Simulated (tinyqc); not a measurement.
A ladder of methods, and size consistency: correlation methods against full CI in the sto-3g basis, for BH3, spin multiplicity 1. Computed by the program tinyqc with PySCF. Command: `OMP_NUM_THREADS=1 python tinyqc.py 113957 113958 out.jsonl`; one thread of a shared host (Intel(R) Xeon(R) Processor @ 2.60GHz), about 3 s.

Geometry (angstrom):
```
atom        x        y       z
B      0.0000   0.0000  0.0250
H      1.1780   0.0000  0.0000
H     -0.5890   1.0200  0.0000
H     -0.5890  -1.0200  0.0000
```

RHF energy of one = -26.069896 hartree

All electrons correlated; +Q is the Davidson correction (1 - c0^2) E_corr. The last columns treat two copies 100 angstrom apart as one system. FCI is the lowest singlet.

Correlation energies (hartree):
```
method   E_corr of one  share of FCI (%)  E_corr of two at 100 angstrom  two minus twice one (mhartree)
MP2           -0.03599            68.768                       -0.07198                           0.000
CISD          -0.05103            97.498                       -0.09924                           2.816
CISD+Q        -0.05252           100.343                       -0.10457                           0.466
CCSD          -0.05197            99.306                       -0.10395                           0.000
CCSD(T)       -0.05220            99.744                       -0.10441                           0.000
FCI           -0.05234           100.000                              -                               -
```

MP2 recovers 69 %, CISD 97.5 % and CCSD 99.3 % of the FCI value (c0^2 = 0.971 in CISD). MP2 and coupled cluster are size consistent, so their last column vanishes; CISD loses 2.82 mhartree, since a double excitation on each copy is a quadruple of the pair, and the Davidson correction leaves +0.47.
